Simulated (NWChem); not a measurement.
System: NaCl; SMILES [Na][Cl]

NWChem input:

```
start job
memory heap 200 mb stack 900 mb global 1100 mb
geometry units angstroms
  Na     0.000000     0.000000    -1.409652
  Cl     0.000000     0.000000     0.928494
end
basis spherical
  Na library sto-3g
  Cl library sto-3g
end
dft
  xc hfexch
  iterations 150
end
driver
  maxiter 120
end
task dft optimize
task dft freq
```

NWChem printed, in part:

```
             Northwest Computational Chemistry Package (NWChem) 7.3.0
             --------------------------------------------------------

 ORDER OF PRIMARY AXIS IS BEING SET TO 4
 C4V symmetry detected

                             Geometry "geometry" -> ""
                             -------------------------

 Output coordinates in angstroms (scale by  1.889725989 to convert to a.u.)

  No.       Tag          Charge          X              Y              Z
 ---- ---------------- ---------- -------------- -------------- --------------
    1 Na                  11.0000     0.00000000     0.00000000    -1.41958864
    2 Cl                  17.0000     0.00000000     0.00000000     0.91855736

 Effective nuclear repulsion energy (a.u.)      42.3224835245

      Symmetry information
      --------------------

 Group name             C4v
 Group number             18
 Group order               8
 No. of unique centers     2

                                Z-matrix (autoz)
                                --------

 Units are Angstrom for bonds and degrees for angles

      Type          Name      I     J     K     L     M      Value
      ----------- --------  ----- ----- ----- ----- ----- ----------
    1 Stretch                  1     2                       2.33815

  xc_inp: hfexch multiplicative factor not found.

                           NWChem Geometry Optimization
                           ----------------------------

 maximum gradient threshold         (gmax) =   0.000450
 rms gradient threshold             (grms) =   0.000300
 maximum cartesian step threshold   (xmax) =   0.001800
 rms cartesian step threshold       (xrms) =   0.001200
 fixed trust radius                (trust) =   0.300000
 source of zmatrix                         =   autoz

          -------------------
          Energy Minimization
          -------------------

 Using diagonal initial Hessian
 Scaling for Hessian diagonals: bonds = 1.00  angles = 0.25  torsions = 0.10

          --------
          Step   0

                                 NWChem DFT Module
                                 -----------------

 Summary of "ao basis" -> "ao basis" (spherical)
 ------------------------------------------------------------------------------
       Tag                 Description            Shells   Functions and Types
 ---------------- ------------------------------  ------  ---------------------
 Na                          sto-3g                  5        9   3s2p
 Cl                          sto-3g                  5        9   3s2p

      Symmetry analysis of basis
      --------------------------

        a1         10
        a2          0
        b1          0
        b2          0
        e           8

            General Information
            -------------------
          SCF calculation type: DFT
          Wavefunction type:  closed shell.
          No. of atoms     :     2
          No. of electrons :    28
           Alpha electrons :    14
            Beta electrons :    14
          Charge           :     0
          Spin multiplicity:     1
          Use of symmetry is: on ; symmetry adaption is: on
          Maximum number of iterations: 150
          AO basis - number of functions:    18
                     number of shells:    10
          Convergence on energy requested:  1.00D-06
          Convergence on density requested:  1.00D-05
          Convergence on gradient requested:  5.00D-04

              XC Information
              --------------
                     Hartree-Fock (Exact) Exchange  1.000

      Superposition of Atomic Density Guess
      -------------------------------------

 Sum of atomic energies:        -614.21976626

      Non-variational initial energy
      ------------------------------

 Total energy =    -613.950508
 1-e energy   =    -940.568779
 2-e energy   =     284.295788
 HOMO         =      -0.363123
 LUMO         =       0.371608

      Symmetry analysis of molecular orbitals - initial
      -------------------------------------------------

  Numbering of irreducible representations:

     1 a1          2 a2          3 b1          4 b2          5 e

  Orbital symmetries:

     1 a1          2 a1          3 a1          4 a1          5 e
     6 e           7 a1          8 a1          9 e          10 e
    11 a1         12 a1         13 e          14 e          15 a1
    16 e          17 e          18 a1

   convergence    iter        energy       DeltaE   RMS-Dens  Diis-err
 ---------------- ----- ----------------- --------- --------- ---------
 d= 0,ls=0.0,diis     1   -614.5053270510 -6.57D+02  2.19D-02  1.11D-01
 d= 0,ls=0.0,diis     2   -614.5245635193 -1.92D-02  3.07D-03  6.39D-03
 d= 0,ls=0.0,diis     3   -614.5253534724 -7.90D-04  1.39D-03  1.66D-04
 d= 0,ls=0.0,diis     4   -614.5254052117 -5.17D-05  1.51D-04  1.94D-06
 d= 0,ls=0.0,diis     5   -614.5254058928 -6.81D-07  2.34D-05  2.49D-08
 d= 0,ls=0.0,diis     6   -614.5254059048 -1.20D-08  2.17D-06  3.22D-10

         Total DFT energy =     -614.525405904779
      One electron energy =     -944.032759705265
           Coulomb energy =      328.995475975542
    Exchange-Corr. energy =      -41.810605699585
 Nuclear repulsion energy =       42.322483524529

 Numeric. integr. density =        0.000000000000

                  Occupations of the irreducible representations
                  ----------------------------------------------

                     irrep           alpha         beta
                     --------     --------     --------
                     a1                8.0          8.0
                     a2                0.0          0.0
                     b1                0.0          0.0
                     b2                0.0          0.0
                     e                 6.0          6.0

                       DFT Final Molecular Orbital Analysis
                       ------------------------------------

 Vector   12  Occ=2.000000D+00  E=-2.186821D-01  Symmetry=a1
              MO Center= -4.0D-18,  2.3D-17,  8.6D-01, r^2= 1.2D+00
   Bfn.  Coefficient  Atom+Function         Bfn.  Coefficient  Atom+Function
  ----- ------------  ---------------      ----- ------------  ---------------
    18      0.956194  2 Cl pz                14     -0.262310  2 Cl pz
     6     -0.186688  1 Na s                  2      0.134657  1 Na s
    15      0.116709  2 Cl s                  5      0.112591  1 Na pz
     9     -0.092605  1 Na pz                 1     -0.032958  1 Na s
    11     -0.027597  2 Cl s

 Vector   13  Occ=2.000000D+00  E=-2.023950D-01  Symmetry=e
              MO Center= -1.9D-22, -5.4D-23,  9.1D-01, r^2= 9.4D-01
   Bfn.  Coefficient  Atom+Function         Bfn.  Coefficient  Atom+Function
  ----- ------------  ---------------      ----- ------------  ---------------
    16      0.983706  2 Cl px                17      0.281686  2 Cl py
    12     -0.266772  2 Cl px                13     -0.076390  2 Cl py
     7      0.046554  1 Na px                 3     -0.040743  1 Na px

 Vector   14  Occ=2.000000D+00  E=-2.023950D-01  Symmetry=e
              MO Center= -2.9D-22,  1.0D-21,  9.1D-01, r^2= 9.4D-01
   Bfn.  Coefficient  Atom+Function         Bfn.  Coefficient  Atom+Function
  ----- ------------  ---------------      ----- ------------  ---------------
    17      0.983706  2 Cl py                16     -0.281686  2 Cl px
    13     -0.266772  2 Cl py                12      0.076390  2 Cl px
     8      0.046554  1 Na py                 4     -0.040743  1 Na py

 Vector   15  Occ=0.000000D+00  E= 3.867383D-01  Symmetry=a1
              MO Center= -1.5D-17,  7.8D-17, -1.7D+00, r^2= 1.5D+00
   Bfn.  Coefficient  Atom+Function         Bfn.  Coefficient  Atom+Function
  ----- ------------  ---------------      ----- ------------  ---------------
     6      1.082578  1 Na s                  2     -0.573021  1 Na s
     9     -0.304608  1 Na pz                18      0.243826  2 Cl pz
     5      0.212180  1 Na pz                 1      0.142170  1 Na s
    15     -0.101766  2 Cl s                 14     -0.061406  2 Cl pz

 Vector   16  Occ=0.000000D+00  E= 6.718433D-01  Symmetry=e
              MO Center= -5.2D-23,  2.8D-23, -1.4D+00, r^2= 1.4D+00
   Bfn.  Coefficient  Atom+Function         Bfn.  Coefficient  Atom+Function
  ----- ------------  ---------------      ----- ------------  ---------------
     7      0.983315  1 Na px                 3     -0.592253  1 Na px
     8     -0.525589  1 Na py                 4      0.316563  1 Na py
    16     -0.103256  2 Cl px                17      0.055191  2 Cl py
    12      0.025455  2 Cl px

 Vector   17  Occ=0.000000D+00  E= 6.718433D-01  Symmetry=e
              MO Center=  2.7D-22,  5.1D-22, -1.4D+00, r^2= 1.4D+00
   Bfn.  Coefficient  Atom+Function         Bfn.  Coefficient  Atom+Function
  ----- ------------  ---------------      ----- ------------  ---------------
     8      0.983315  1 Na py                 4     -0.592253  1 Na py
     7      0.525589  1 Na px                 3     -0.316563  1 Na px
    17     -0.103256  2 Cl py                16     -0.055191  2 Cl px
    13      0.025455  2 Cl py

     Multipole analysis of the density
     ---------------------------------

     L   x y z        total         alpha         beta         nuclear
     -   - - -        -----         -----         ----         -------
     0   0 0 0     -0.000000    -14.000000    -14.000000     28.000000

     1   1 0 0      0.000000      0.000000      0.000000      0.000000
     1   0 1 0      0.000000      0.000000      0.000000      0.000000
     1   0 0 1     -3.824185     -1.912093     -1.912093      0.000000

     2   2 0 0    -11.745880     -5.872940     -5.872940      0.000000
     2   1 1 0     -0.000000     -0.000000     -0.000000      0.000000
     2   1 0 1      0.000000      0.000000      0.000000      0.000000
     2   0 2 0    -11.745880     -5.872940     -5.872940      0.000000
     2   0 1 1      0.000000      0.000000      0.000000      0.000000
     2   0 0 2     -7.259437    -68.821748    -68.821748    130.384060

[...]

      ----------------------
      Optimization converged
      ----------------------

  Step       Energy      Delta E   Gmax     Grms     Xrms     Xmax
  ---- ---------------- -------- -------- -------- -------- --------
@    3    -614.52858129 -3.0D-08  0.00000  0.00000  0.00018  0.00032
                                     ok       ok       ok       ok

                                Z-matrix (autoz)
                                --------

 Units are Angstrom for bonds and degrees for angles

      Type          Name      I     J     K     L     M      Value     Gradient
      ----------- --------  ----- ----- ----- ----- ----- ---------- ----------
    1 Stretch                  1     2                       2.22080    0.00000

                         Geometry "geometry" -> "geometry"
                         ---------------------------------

 Output coordinates in angstroms (scale by  1.889725989 to convert to a.u.)

  No.       Tag          Charge          X              Y              Z
 ---- ---------------- ---------- -------------- -------------- --------------
    1 Na                  11.0000     0.00000000     0.00000000    -1.36091771
    2 Cl                  17.0000     0.00000000     0.00000000     0.85988643

 Effective nuclear repulsion energy (a.u.)      44.5586999790

      Symmetry information
      --------------------

 Group name             C4v
 Group number             18
 Group order               8
 No. of unique centers     2

                Final and change from initial internal coordinates
                --------------------------------------------------

                                Z-matrix (autoz)
                                --------

 Units are Angstrom for bonds and degrees for angles

      Type          Name      I     J     K     L     M      Value       Change
      ----------- --------  ----- ----- ----- ----- ----- ---------- ----------
    1 Stretch                  1     2                       2.22080   -0.11734

 ==============================================================================
                                internuclear distances
 ------------------------------------------------------------------------------
       center one      |      center two      | atomic units |  angstroms
 ------------------------------------------------------------------------------
    2 Cl               |   1 Na               |     4.19671  |     2.22080
 ------------------------------------------------------------------------------
                         number of included internuclear distances:          1
 ==============================================================================

[second-derivative integrals and response iterations left out]

  Vibrational analysis via the FX method

  See chapter 2 in "Molecular Vibrations" by Wilson, Decius and Cross

  Vib: Default input used

 ---------------------------- Atom information ----------------------------
     atom    #        X              Y              Z            mass
 --------------------------------------------------------------------------
    Na       1  0.0000000D+00  0.0000000D+00 -2.5717616D+00  2.2989800D+01
    Cl       2  0.0000000D+00  0.0000000D+00  1.6249497D+00  3.4968850D+01
 --------------------------------------------------------------------------

[unprojected Hessian and modes left out]

        Vibrational analysis via the FX method
  --- with translations and rotations projected out ---
  --- via the Eckart algorithm                      ---
 Dependent rotation vector no.                    3
  found in ECKART; assuming linear geometry
 Projected Nuclear Hessian trans-rot subspace norm:3.8335D-65
                         (should be close to zero!)

[projected Hessian left out]

 Rotational Constants
 --------------------
 A=   0.000000 cm-1  (  0.000000 K)
 B=   0.246423 cm-1  (  0.354540 K)
 C=   0.246423 cm-1  (  0.354540 K)

 Temperature                      =   298.15K
 frequency scaling parameter      =   1.0000

 Linear Molecule

 Zero-Point correction to Energy  =    0.761 kcal/mol  (  0.001212 au)
 Thermal correction to Energy     =    2.368 kcal/mol  (  0.003773 au)
 Thermal correction to Enthalpy   =    2.960 kcal/mol  (  0.004717 au)

 Total Entropy                    =   54.020 cal/mol-K
   - Translational                =   38.075 cal/mol-K (mol. weight =  57.9587)
   - Rotational                   =   15.363 cal/mol-K (symmetry #  =        1)
   - Vibrational                  =    0.582 cal/mol-K

 Cv (constant volume heat capacity) =    6.144 cal/mol-K
   - Translational                  =    2.979 cal/mol-K
   - Rotational                     =    1.986 cal/mol-K
   - Vibrational                    =    1.178 cal/mol-K

[normal modes left out]

 ----------------------------------------------------------------------------
 Normal Eigenvalue ||           Projected Infra Red Intensities
  Mode   [cm**-1]  || [atomic units] [(debye/angs)**2] [(KM/mol)] [arbitrary]
 ------ ---------- || -------------- ----------------- ---------- -----------
    1       -0.000 ||    0.000000           0.000         0.000       0.000
    2        0.000 ||    0.031944           0.737        31.141      10.795
    3        0.000 ||    0.031944           0.737        31.141      10.795
    4        0.000 ||    0.021001           0.485        20.473       7.097
    5        0.000 ||    0.021001           0.485        20.473       7.097
    6      532.423 ||    0.071666           1.653        69.864      24.217
 ----------------------------------------------------------------------------
```

Level: Hartree-Fock/STO-3G.
